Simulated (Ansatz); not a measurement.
Two shapes of doublet HO₂.

Shape 1:

```xyz
3

O     0.0000    0.0000    0.0000
H     0.0000    0.9870   -0.2520
O     0.0000    0.0000    1.3300
```

Shape 2:

```xyz
3

O     0.0000    0.0000    0.0000
H     0.0000    1.1280   -0.2880
O     0.0000    0.0000    1.3300
```

Basis set: STO-3G (spherical functions). Correlated methods keep 2 orbitals frozen. Correlation on ROHF uses semicanonical orbitals with singles. Charge 0, multiplicity 2.

Computed with Ansatz (development build ahead of 0.2.0); the reference of a correlated method needn't be the lowest determinant of its kind.

Question: Which shape is lower in energy, and by how much in each method?

Answer:

```
      method  E(2) − E(1) (eV)
   ROHF-CCSD             0.163
    UHF-CCSD             0.163
ROHF-CCSD(T)             0.154
 UHF-CCSD(T)             0.154
```

Shape 1 is lower. Caution: the reference determinant was not shown to be the lowest.
